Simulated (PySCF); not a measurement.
Species: C3H2FO2 (charge -1).
Numbering: `[CH2:1]=[C:2]([F:3])[C:4](=[O:5])[O-:6]` (hydrogens: H7, H8 on C1)

Cartesian coordinates in Å at the GFN2-xTB level; atoms count from 1:
```xyz
8
C3H2FO2 angstrom
C     -1.2560   -0.0263   -0.0689
C     -0.0290    0.4646   -0.0627
F      0.1320    1.8145   -0.2179
C      1.2784   -0.3848    0.1141
O      2.3398    0.2421    0.1021
O      1.0626   -1.5966    0.2460
H     -1.3774   -1.0866    0.0521
H     -2.1412    0.5826   -0.1894
```

The geometry is computed with GFN2-xTB (gas phase).

Masses are those of the commonest isotopes; rigid-rotor values at the optimised geometry. The values belong to one conformer with, in the numbering `[CH2:1]=[C:2]([F:3])[C:4](=[O:5])[O-:6]`, C1–C2–C4–O5 180°.

(1) What are A, B and C (cm⁻¹)?

(2) What kind of rotor is it?

(3) Is it planar, by Δ = Ic − Ia − Ib?

Answers

(1) Ia = 86.75, Ib = 142.98, Ic = 229.73 u·Å²; 505379 MHz·u·Å²/I gives 5826, 3534 and 2200 MHz, that is A = 0.19433, B = 0.11790, C = 0.07338 cm⁻¹.

(2) An asymmetric top; Ray's κ = -0.264.

(3) Planar: Δ = Ic − Ia − Ib = 0.00 u·Å². For a rigid frame Δ = −2 Σ m c², so it vanishes when all atoms lie in the ab plane; here none is more than 0.01 Å from it.

Stationary, but not proved a minimum. Zero-point vibration and centrifugal distortion are left out.
